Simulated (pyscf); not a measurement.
## Routes from `[F][SiH2][O][SiH3]` + `[FH]`

Candidate steps break at most two bonds and form at most two. Each was searched with GFN2-xTB (tblite) first. Single points on ωB97X-D3(BJ)/def2-SVP structures (PySCF, gas phase). Energies: ωB97M-D3(BJ)/def2-TZVP, kcal/mol, from the separated reactants, singlet surface; ΔG‡ with ideal gas, 1 atm, RRHO with modes under 100 cm⁻¹ raised to 100, one conformer, R ln 2 for chiral ones without a mode under 150 cm⁻¹.

| products | type | ΔE‡ | ΔE | ΔG‡ 298 K | ΔG‡ 900 K | ν‡ (cm⁻¹) |
|---|---|---|---|---|---|---|
| F–SiH₂–F + HO–SiH₃ | four-centre exchange | 12.9 | -6.0 | 23.1 | 46.0 | 750i |
| F–SiH₂–O–SiH₂–F + H₂ | four-centre exchange | 26.8 | -32.6 | 36.4 | 58.5 | 1118i |

Row 1: On the reactant side the descent ends in a complex, 5.1 kcal/mol under the separated species and 18.2 kcal/mol under the saddle at ωB97X-D3(BJ)/def2-TZVP. On the product side the descent ends in an adduct with a O–Si contact, 7.1 kcal/mol over the separated species and 10.3 kcal/mol under the saddle at ωB97X-D3(BJ)/def2-TZVP. Row 2: On the reactant side the descent ends in a complex (not fully relaxed), 5.0 kcal/mol under the separated species and 32.1 kcal/mol under the saddle at ωB97X-D3(BJ)/def2-TZVP. 

Plain bond fissions and candidates not yet searched are not listed, and one of them may be faster. Each barrier is that of the saddle found; lower ones may exist.
